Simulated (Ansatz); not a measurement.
Wavefunction ladder for C₂H₂S (`C#CS`)

```tsv
atom	x (Å)	y (Å)	z (Å)
C1	0.166	1.087	0.595
C2	-0.003	-0.040	0.208
S3	-0.244	-1.652	-0.196
H4	0.317	2.088	0.925
H5	-0.236	-1.483	-1.532
```

The species carries charge 0 and has multiplicity 1. The geometry is a stationary point of PBE0-D4/def2-TZVP. It is one conformer, not always the lowest. Frozen core, restricted reference, the Gaussian-basis code of Ansatz. CBS rows extrapolate triple and quadruple zeta.

```csv
basis,HF (Eh),MP2 corr.,CCSD corr.,(T),CCSD(T) total
def2-SVP,?,-0.38211,-0.40899,-0.01625,?
def2-TZVPP,-474.39496,-0.47808,-0.50147,-0.02636,-474.92279
def2-QZVPP,-474.40934,-0.51315,-0.53049,?,?
CBS(def2),-474.41132,-0.53913,-0.55198,-0.03144,-474.99474
cc-pV(D+d)Z,-474.36196,?,-0.41368,?,?
cc-pV(T+d)Z,-474.39958,-0.47910,-0.50232,-0.02650,-474.92840
cc-pV(Q+d)Z,-474.40821,-0.51331,-0.53066,-0.02926,-474.96813
CBS(cc),-474.41081,-0.53766,-0.55084,-0.03122,-474.99287
```

**Question.** Fill in the withheld values. (Estimate.)

**Answer.** Ansatz gave: def2-SVP HF (Eh): -474.16613; def2-SVP CCSD(T) total: -474.59137; def2-QZVPP (T): -0.02928; def2-QZVPP CCSD(T) total: -474.96911; cc-pV(D+d)Z MP2 corr.: -0.38604; cc-pV(D+d)Z (T): -0.01667; cc-pV(D+d)Z CCSD(T) total: -474.79231.
